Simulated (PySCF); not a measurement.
**Running PySCF for Na2⁺**

The script input.py:

```python
from pyscf import gto, scf

mol = gto.M(
    atom='Na 0 0 0; Na 0 0 3.737',
    basis='6-311++g**',
    charge=1,
    spin=1,
    symmetry=True,
    verbose=4,
)
mf = scf.UHF(mol)
mf.kernel()
mf.nuc_grad_method().kernel()
mf.dip_moment()
print('orbital energies (hartree):', [e[max(0, n-3):n+3].round(4) for e, n in zip(mf.mo_energy, mol.nelec)])
```

```bash
$ OMP_NUM_THREADS=1 python input.py
```

The log (some set-up lines and the per-cycle HOMO/LUMO lines with their warnings removed):

```
PySCF version 2.14.0

[INPUT] verbose = 4
[INPUT] num. atoms = 2
[INPUT] num. electrons = 21
[INPUT] charge = 1
[INPUT] spin (= nelec alpha-beta = 2S) = 1
[INPUT] symmetry True subgroup None
[INPUT] Mole.unit = angstrom
[INPUT] Symbol           X                Y                Z      unit          X                Y                Z       unit  Magmom
[INPUT]  1 Na     0.000000000000   0.000000000000   0.000000000000 AA    0.000000000000   0.000000000000   0.000000000000 Bohr   0.0
[INPUT]  2 Na     0.000000000000   0.000000000000   3.737000000000 AA    0.000000000000   0.000000000000   7.061906527500 Bohr   0.0

nuclear repulsion = 17.1341831740219
point group symmetry = Dooh
symmetry origin: [0.         0.         3.53095326]
symmetry axis x: [1. 0. 0.]
symmetry axis y: [0. 1. 0.]
symmetry axis z: [0. 0. 1.]
num. orbitals of irrep A1g = 14
num. orbitals of irrep E1gx = 7
num. orbitals of irrep E1gy = 7
num. orbitals of irrep A1u = 14
num. orbitals of irrep E1uy = 7
num. orbitals of irrep E1ux = 7
num. orbitals of irrep E2gx = 1
num. orbitals of irrep E2gy = 1
num. orbitals of irrep E2uy = 1
num. orbitals of irrep E2ux = 1
number of shells = 28
number of NR pGTOs = 98
number of NR cGTOs = 60
basis = 6-311++g**
ecp = {}

******** <class 'pyscf.scf.uhf_symm.SymAdaptedUHF'> ********
method = SymAdaptedUHF
initial guess = minao
damping factor = 0
level_shift factor = 0
DIIS = <class 'pyscf.scf.diis.CDIIS'>
diis_start_cycle = 1
diis_space = 8
diis_damp = 0
SCF conv_tol = 1e-09
SCF conv_tol_grad = None
SCF max_cycles = 50
direct_scf = True
direct_scf_tol = 1e-13
number electrons alpha = 11  beta = 10
Freeze 0 electrons in irreps []
    21 free electrons in irreps A1g E1gx E1gy A1u E1uy E1ux E2gx E2gy E2uy E2ux
Set gradient conv threshold to 3.16228e-05
init E= -323.589241919788

cycle= 1 E= -323.528755171125  delta_E= 0.0605  |g|= 0.0532  |ddm|= 0.605
cycle= 2 E= -323.540737946733  delta_E= -0.012  |g|= 0.0282  |ddm|= 0.237
cycle= 3 E= -323.543796178554  delta_E= -0.00306  |g|= 0.0144  |ddm|= 0.12
cycle= 4 E= -323.544865375248  delta_E= -0.00107  |g|= 0.00333  |ddm|= 0.104
cycle= 5 E= -323.544913239308  delta_E= -4.79e-05  |g|= 0.000645  |ddm|= 0.0199
cycle= 6 E= -323.544914724267  delta_E= -1.48e-06  |g|= 9.03e-05  |ddm|= 0.00625
cycle= 7 E= -323.544914756645  delta_E= -3.24e-08  |g|= 1.72e-05  |ddm|= 0.000986
cycle= 8 E= -323.54491475783  delta_E= -1.19e-09  |g|= 2.2e-06  |ddm|= 0.000197
cycle= 9 E= -323.544914757848  delta_E= -1.76e-11  |g|= 2.36e-07  |ddm|= 1.26e-05
Extra cycle  E= -323.544914757848  delta_E= -5.68e-13  |g|= 7.86e-08  |ddm|= 6.12e-07
converged SCF energy = -323.544914757848  <S^2> = 0.75003472  2S+1 = 2.0000347

******** <class 'pyscf.grad.uhf.Gradients'> for <class 'pyscf.scf.uhf_symm.SymAdaptedUHF'> ********
unit = Eh/Bohr

WARN: Unable to to identify input symmetry using original axes.
Different symmetry axes will be used.

--------------- SymAdaptedUHF gradients ---------------
         x                y                z
0 Na     0.0000000000     0.0000000000    -0.0004403872
1 Na     0.0000000000     0.0000000000     0.0004403872
----------------------------------------------

WARN: System has nonzero charge 1; the dipole moment is origin-dependent.
Location of origin: [0. 0. 0.]

Dipole moment(X, Y, Z, Debye):  0.00000,  0.00000,  8.97479
orbital energies (hartree): [array([-1.7007, -1.7007, -0.3583, -0.1327, -0.1014, -0.1014]), array([-1.6995, -1.6986, -1.6984, -0.1363, -0.1115, -0.0824])]
```

In short: E(SCF) = -323.544915 Eh, 9 cycles, ⟨S²⟩ = 0.750, gradient on the second atom 0.0004 Eh/bohr.

It ran on Arm Neoverse V1 (1 thread, shared host) in 1.8 s.

The bond length is a typed value, not an optimised one. The dipole of an ion depends on the origin. No search for the lowest solution was made.
